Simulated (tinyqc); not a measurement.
RHF in the sto-3g basis, for H2O, spin multiplicity 1, step by step. One step of it, computed by the program tinyqc.

Question. Orthogonalisation. S = U s U^T; symmetric (Loewdin) form X = U s^(-1/2) U^T, so that X^T S X = 1.

overlap S, lower triangle:
```
           1O 1s     1O 2s    1O 2px     1O 2py    1O 2pz     2H 1s     3H 1s
1O 1s   1.000000
1O 2s   0.236704  1.000000
1O 2px  0.000000  0.000000  1.000000
1O 2py  0.000000  0.000000  0.000000   1.000000
1O 2pz  0.000000  0.000000  0.000000   0.000000  1.000000
2H 1s   0.035745  0.368777  0.000000   0.237576  0.227677  1.000000
3H 1s   0.035745  0.368777  0.000000  -0.237576  0.227677  0.211818  1.000000
```

Give: eigenvalues of S; X.

Answer.

eigenvalues of S: 0.454  0.542  0.878  1.000  1.114  1.246  1.766

X, lower triangle:
```
         1O 1s   1O 2s  1O 2px  1O 2py  1O 2pz   2H 1s  3H 1s
1O 1s    1.023
1O 2s   -0.135   1.141
1O 2px   0.000   0.000   1.000
1O 2py   0.000   0.000   0.000   1.058
1O 2pz  -0.008   0.072   0.000   0.000   1.043
2H 1s    0.018  -0.205   0.000  -0.156  -0.124   1.120
3H 1s    0.018  -0.205   0.000   0.156  -0.124  -0.077  1.120
```
